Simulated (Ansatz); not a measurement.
## Crystal structures of hafnium under LDA

Level of theory: Ansatz 0.2.0, DFT, LDA (PW92), plane waves (420 eV) with PAW, scalar-relativistic. The PAW files were generated under PBE, with cores re-solved for the functional.

Each structure is relaxed within its own symmetry, so a high-lying one may be dynamically unstable.

```tsv
structure	ΔE (meV/atom)	V (Å³/atom)	cell	magnetic state
hcp	0	20.83	a = 3.118 Å, c = 4.948 Å (c/a = 1.587)	spin not included
omega (AlB2-type)	25	20.63	a = 4.858 Å, c = 3.028 Å (c/a = 0.623)	spin not included
dhcp	57	20.90	a = 3.111 Å, c = 9.975 Å (c/a = 3.206)	spin not included
fcc	63	20.73	a = 4.361 Å	spin not included
bcc	145	20.44	a = 3.445 Å	spin not included
A15	206	20.65	a = 5.487 Å	spin not included
simple cubic	1033	22.52	a = 2.824 Å	spin not included
diamond	2737	30.16	a = 6.226 Å	spin not included
```

ΔE counts from hcp.

Differences under about 8 meV lie within the error of the k-point mesh.
